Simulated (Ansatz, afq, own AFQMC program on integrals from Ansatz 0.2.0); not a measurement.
AFQMC on a folder of integrals that Ansatz 0.2.0 wrote.

```yaml
crystal:
  periodic: [false, false, false]
  atoms:
    - {symbol: Si, position_ang: [-0.000067, 0.006331, 0.006287]}
    - {symbol: H, position_ang: [-0.009450, 0.889714, 0.883539]}
    - {symbol: H, position_ang: [-0.016564, -1.071301, 1.091274]}
    - {symbol: H, position_ang: [0.016430, 1.083963, -1.078700]}
    - {symbol: H, position_ang: [0.011458, -1.078776, -1.071289]}
basis:
  gaussian: {orbitals: 6-31G}
magnetization: {spin_polarized: true, initial_magnetization: 2}
correlation: {method: ccsd_t, electrons: outside_noble_gas, hamiltonian_folder: ham}
```

```sh
$ ansatz run in.yaml --threads 1 --pin off --events-out ev --progress --plain --max-ram 24576MiB --backend cuda --devices 0, --max-vram 18GiB
```

Options of the walk:

```
--method free --trial cisd --walkers 4000 --time-step 0.03 --max-blocks 4000 --target-error 0.00034 --factor-cut 1e-05 --seed 8282 --times 0,0.3,0.6,1.2,1.8,2.4,3.6,4.8,6 --taylor-order 8
```

Times are imaginary, in 1/Eh. The walk had a cap of 61 s.

```
orbitals 16  electrons 5 3  factors 107 of 268
reference energy -290.96209815 Eh
CCSD correlation -0.08317814 Eh in 11 cycles, weight of the determinant in the CISD state 0.9287
repeat  energy at the last time / Eh  error
    10  -291.046874  0.000034
    20  -291.046884  0.000019
    30  -291.046851  0.000028
time / (1/Eh)  energy / Eh  error  mean overlap
  0.00  -291.045290  0.000006  1.0771
  0.30  -291.045967  0.000006  1.0779
  0.60  -291.046322  0.000009  1.0783
  1.20  -291.046642  0.000008  1.0794
  1.80  -291.046762  0.000011  1.0800
  2.40  -291.046805  0.000011  1.0802
  3.60  -291.046848  0.000012  1.0821
  4.80  -291.046854  0.000014  1.0859
  6.00  -291.046854  0.000027  1.0882
energy -291.046854 +/- 0.000027 Eh
```

Estimate how long the walk took on 1 × NVIDIA H100 80GB HBM3 with 2 threads of AMD EPYC 7R13 Processor (Zen 3) (shared host) (the card was shared).

13 s of wall time.

The run passed its tests (error under three times the target), which doesn't prove that it has relaxed.

Against this walk (error 0.7 meV) on the same determinant: CCSD(T) 12.2 meV higher, CCSDT(Q) 1.1 meV lower (within the noise), CCSDTQ 0.7 meV lower (within the noise), full CI 0.7 meV lower (within the noise). The error is statistical, and a free projection of finite length keeps a remainder of its start.

Cautions: remainder of the start not in the error; lower spins were not checked.

CCSDT and higher add their correlation energy to the determinant of the CCSD(T) run, since their own runs factorise the integrals more tightly (a shift of under 2 meV). A walk keeps the symmetry of its determinant, which the program's search chose and which needn't be the lowest solution, so a lower state of the same spin and another symmetry isn't excluded.
